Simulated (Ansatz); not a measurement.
## Rutile MnF₂

Calculation: LDA (Ansatz, an electronic-structure program, PAW).

Settings: plane-wave cutoff 520 eV, 8×8×10 k mesh (along the axes of the cell as run), perturbation theory, spin-polarised with opposed moments, scalar-relativistic PAW data made under PBE.

Cell: relaxed at this level.

```
Property                                                      Result
------------------------------------------------------------  ------
high-frequency dielectric constant (mean over three axes)       3.46
dielectric constant ε0 (ions relaxed) (mean over three axes)    9.50
```

Measured, for comparison: static dielectric constant 8.15 (temperature not stated, not corrected to a static lattice, polycrystalline average of the tensor's eigenvalues; as tabulated in Petousis et al. (2017), doi:10.1038/sdata.2016.134). Computed (rounded) less measured: static dielectric constant +17 %.

It cost very roughly 60 core-minutes of CPU time.
